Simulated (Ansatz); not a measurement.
A displaced shape of singlet NaCl:

```
atom    x (Å)    y (Å)    z (Å)
  Na  -0.0304  -0.0228  -1.3873
  Cl   0.0404  -0.0287   0.9250
```

It was optimised with HF/def2-SVP in Ansatz (development build ahead of 0.2.0) to forces under 0.001 eV/Å, with restricted orbitals. Each step stands on the lowest determinant of that kind that the program's search found.

Q: What shape does it relax to, and how does the optimisation go?

A:

```xyz
2

Na   -0.0311   -0.0228   -1.4100
Cl    0.0411   -0.0288    0.9477
```

Bond lengths: Na1–Cl2 2.359 Å.

```
step  E − E(start) (eV)  largest force (eV/Å)
   1             0.0000                0.3791
   2            -0.0074                0.1219
   3            -0.0084                0.0040
   4            -0.0084                0.0000
```

The optimisation ended after 4 steps with its threshold met.
